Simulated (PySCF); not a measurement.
Compound: C5H9S (doublet state).
Z-matrix (Å and degrees, GFN2-xTB geometry), rows numbered from 1:
```
C 
C   1  1.3677
C   2  1.3798  1  124.49
C   3  1.4859  2  123.03  1  -178.06
C   4  1.5369  3  112.16  2    86.60
S   5  1.8235  4  112.87  3    66.93
H   1  1.0740  2  121.61  3  -179.85
H   1  1.0759  2  121.06  3    -0.08
H   2  1.0841  1  118.15  3   179.65
H   3  1.0802  2  119.09  1    -0.45
H   4  1.0920  3  110.40  2  -152.36
H   4  1.0939  3  110.04  2   -32.24
H   5  1.0899  4  110.92  3   -54.43
H   5  1.0897  4  110.55  3  -175.95
H   6  1.3314  5   95.60  4   -62.53
```

The hyperfine couplings belong to this conformer and change with its torsions.

Identity: `C=C[CH]CCS` [radical].

Theory: PySCF, UKS B3LYP, pcH-1 on C H S, non-relativistic, mean-field spin-orbit, GIAO. Geometry: GFN2-xTB, one conformer, isolated molecule. A GFN2-xTB geometry isn't a minimum of the functional, and hyperfine couplings can be far from their values at a DFT geometry. Stability of the SCF solution: not tested. ⟨S²⟩ is 0.776 where a pure state has 0.75.

(1) Give the principal g shifts and their parts.

(2) How much does each term add to the isotropic shift?

(3) What are the electron Larmor frequencies g μB B/h along the three axes at 350 mT?

(4) What effective moment and Curie constant follow for a powder?

(5) In a frozen sample, at which fields do the three g values resonate at 9.5, 34, 94 and 263 GHz (hyperfine left aside), and which band first spreads them over more than twice a line width of 1.0 mT?

Answers

(1) 
```tsv
Δg (ppm)	1	2	3
relativistic mass correction	-144	-144	-144
gauge correction	4	32	33
orbital Zeeman/spin–orbit	-23	602	1473
total	-162	490	1362
```

So g = 2.00216, 2.00281, 2.00368 and g_iso = 2.00288; the tensor is rhombic: the two nearest values differ by 43 % of g3 − g1. Axes: g3 points within 15° of the C1–H7 bond.

(2) The orbital-Zeeman/spin–orbit term 684, the mass correction -144 and the gauge correction 23 ppm, for a total of 563 ppm. The orbital-Zeeman/spin–orbit term is the largest in size. The mass correction is the same along every axis, so the anisotropy comes from the other two: their spans along these axes are 29 (gauge) and 1496 ppm (orbital Zeeman/spin–orbit).

(3) 9.8079, 9.8111, 9.8154 GHz for g1, g2 and g3, a range of 7.5 MHz.

(4) With the mean of g² = 4.0115 and S(S+1) = 0.75: μ_eff = √(⟨g²⟩S(S+1)) = 1.735 μB and χT = 0.12505·⟨g²⟩·S(S+1) = 0.376 cm³ K/mol (cgs; spin-Hamiltonian part alone).

(5) 
| band | GHz | B(g3) mT | B(g2) mT | B(g1) mT | spread mT |
| --- | --- | --- | --- | --- | --- |
| X | 9.5 | 338.75 | 338.90 | 339.01 | 0.26 |
| Q | 34.0 | 1212.38 | 1212.91 | 1213.30 | 0.92 |
| W | 94.0 | 3351.87 | 3353.33 | 3354.43 | 2.55 |
| J | 263.0 | 9378.11 | 9382.20 | 9385.26 | 7.14 |

The spread grows in proportion to the frequency. W band is the first where it exceeds 2.0 mT.

Largest spin populations (Mulliken): C3 (+0.67), C1 (+0.66) and C2 (-0.26). The positive populations add up to 1.40 and the negative ones to -0.40, together 2S = 1. The angles at C3 add up to 360.0°, so it is planar; its axial dipolar tensor and the negative coupling of its proton fit spin in a p orbital normal to that plane.

The HOMO–LUMO gaps are 5.84 eV among the α and 4.14 eV among the β orbitals.
